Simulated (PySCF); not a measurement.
# Functional benchmark on one molecule

Molecule: Cyclopentene (C1C=CCC1, C₅H₈).

Molfile (atoms numbered from 1):
```
C5H8
     RDKit          3D

 13 13  0  0  0  0  0  0  0  0999 V2000
   -0.9188    0.9816   -0.1785 C   0  0  0  0  0  0  0  0  0  0  0  0
    0.3796    1.2954   -0.1333 C   0  0  0  0  0  0  0  0  0  0  0  0
    1.2462    0.0721   -0.0151 C   0  0  0  0  0  0  0  0  0  0  0  0
    0.2380   -1.0351    0.3456 C   0  0  0  0  0  0  0  0  0  0  0  0
   -1.1379   -0.5040   -0.0983 C   0  0  0  0  0  0  0  0  0  0  0  0
   -1.7324    1.7006   -0.3050 H   0  0  0  0  0  0  0  0  0  0  0  0
    0.7822    2.3082   -0.2175 H   0  0  0  0  0  0  0  0  0  0  0  0
    2.0452    0.1795    0.7369 H   0  0  0  0  0  0  0  0  0  0  0  0
    1.7574   -0.1280   -0.9758 H   0  0  0  0  0  0  0  0  0  0  0  0
    0.2342   -1.1769    1.4379 H   0  0  0  0  0  0  0  0  0  0  0  0
    0.4886   -2.0072   -0.1034 H   0  0  0  0  0  0  0  0  0  0  0  0
   -1.4368   -0.8996   -1.0874 H   0  0  0  0  0  0  0  0  0  0  0  0
   -1.9456   -0.7847    0.5975 H   0  0  0  0  0  0  0  0  0  0  0  0
  1  2  2  0
  2  3  1  0
  3  4  1  0
  4  5  1  0
  5  1  1  0
  1  6  1  0
  2  7  1  0
  3  8  1  0
  3  9  1  0
  4 10  1  0
  4 11  1  0
  5 12  1  0
  5 13  1  0
M  END
```

Geometry PBE0-D3(BJ)/def2-SVP throughout; GIAO in PySCF, gas phase, one conformer, non-relativistic; equivalent atoms averaged; basis pcSseg-2.

Reference values (measured; solution, not stated in the table (CDCl3 in this author's series); The use of chemical shift calculations in the conformational analysis of substituted benzenes, New J. Chem. 2019 (ESI)): δ(H6/H7) = 5.74 ppm, δ(H8/H9/H12/H13) = 2.31 ppm, δ(H10/H11) = 1.82 ppm. Computed shifts are taken against TMS, calculated as an isolated molecule at each level.

How do the functionals HF, LDA, PBE, BLYP, BP86, OPBE, KT2, KT3, B97-D, B3LYP, PBE0, mPW1PW91, WP04, B97-2, BHandHLYP, CAM-B3LYP, wB97X-D, LC-wPBE perform against the reference? Times are CPU seconds on shared hosts with different chips, so compare them loosely.

Results:


| functional | kind | H6/H7 | H8/H9/H12/H13 | H10/H11 | mean abs. error H | core-s |
| --- | --- | --- | --- | --- | --- | --- |
| HF | Hartree–Fock | 6.07 | 2.16 | 1.73 | 0.19 | 18 |
| LDA | LDA | 6.10 | 2.60 | 1.96 | 0.26 | 36 |
| PBE | GGA | 6.05 | 2.55 | 1.92 | 0.22 | 46 |
| BLYP | GGA | 6.00 | 2.54 | 1.92 | 0.20 | 44 |
| BP86 | GGA | 6.03 | 2.53 | 1.91 | 0.20 | 43 |
| OPBE | GGA | 6.08 | 2.53 | 1.89 | 0.21 | 48 |
| KT2 | GGA | 5.97 | 2.53 | 1.90 | 0.18 | 44 |
| KT3 | GGA | 5.96 | 2.51 | 1.89 | 0.16 | 42 |
| B97-D | GGA | 5.98 | 2.53 | 1.91 | 0.18 | 44 |
| B3LYP | global hybrid | 6.02 | 2.45 | 1.88 | 0.16 | 33 |
| PBE0 | global hybrid | 6.07 | 2.43 | 1.87 | 0.17 | 32 |
| mPW1PW91 | global hybrid | 6.05 | 2.42 | 1.85 | 0.15 | 32 |
| WP04 | global hybrid | 5.74 | 2.32 | 1.78 | 0.02 | 26 |
| B97-2 | global hybrid | 6.02 | 2.43 | 1.86 | 0.15 | 44 |
| BHandHLYP | global hybrid | 6.04 | 2.33 | 1.83 | 0.11 | 24 |
| CAM-B3LYP | range-separated hybrid | 6.07 | 2.38 | 1.88 | 0.15 | 35 |
| wB97X-D | range-separated hybrid | 6.07 | 2.36 | 1.85 | 0.14 | 32 |
| LC-wPBE | range-separated hybrid | 6.13 | 2.29 | 1.84 | 0.14 | 44 |

For ¹H the closest is WP04 (0.02 ppm) and the furthest LDA (0.26 ppm). One molecule is a small sample, and vibrational and solvent effects are absent from the calculation.
